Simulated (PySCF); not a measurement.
Homolysis of single bonds, series Ga F-Cl. Gas-phase values, no solvent. Strings in code marks are SMILES.

These are PySCF with PBE0-D4/def2-TZVP values and carry that method's errors. All candidates: neutral, multiplicity 2. 

```yaml
highest_occupied_spin_orbital: -9.54 eV
dipole_moment: 0.00 D
```

**Question.** Say which member has these values.
A) `[Cl]`
B) `[F][Ga][F]`
C) `[F][Ga][Cl]`
D) `[F]`

**Answer.** A, `[Cl]`. The others give `[F][Ga][Cl]`: -7.38 eV, 2.11 D; `[F]`: -12.46 eV, 0.00 D; `[F][Ga][F]`: -7.74 eV, 2.43 D
